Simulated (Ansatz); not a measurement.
C4H6O2 can be A, `C=C(C)C(=O)O`, or B, `C#COC(C)O`.

Computed with Ansatz on PBE0-D4/def2-TZVP structures; ΔE is electronic, products minus reactants. CCSD(T)/CBS adds triple-zeta CCSD(T) − MP2 to the extrapolated MP2 energy (def2 sets, frozen cores). Functionals use def2-TZVPP. B3LYP here is the variant with VWN-RPA as its local correlation; programs differ in this. Each species was taken in one conformer, which may not be the lowest.

Problem. Which isomer does CCSD(T)/CBS put lower? Give the gap. (Estimate.)

Solution. The calculation gave: A, by 243.2 kJ/mol.

Problem. Give E(B) − E(A) in kJ/mol with PBE-D4, MP2/def2-TZVPP, B3LYP, CCSD/def2-TZVPP, HF/def2-TZVPP, ωB97M-V, BLYP-D4. (Estimate.)

Solution. Ansatz gave: PBE-D4 255.8, MP2/def2-TZVPP 243.3, B3LYP 246.6, CCSD/def2-TZVPP 242.5, HF/def2-TZVPP 244.8, ωB97M-V 246.4, BLYP-D4 251.2. None reverses the order clearly.

Problem. Does the order hold for the free energy at 298.15 K (harmonic terms from PBE0-D4)? (An estimate is asked.)

Solution. Computed: Yes: G(B) − G(A) = +237.5 kJ/mol, for one conformer each.

Largest T1 diagnostic: 0.014.

At CCSD(T), def2-SVP lies +17.5 kJ/mol from the extrapolated value and def2-TZVPP +2.1 kJ/mol. Leaving LDA and LC-ωPBE aside and taking each functional with its dispersion term where it has one, the values, not all of them listed here, spread over 16.0 kJ/mol, from B2PLYP to B97M-V. LDA lies −3.1 kJ/mol from PBE without D4.
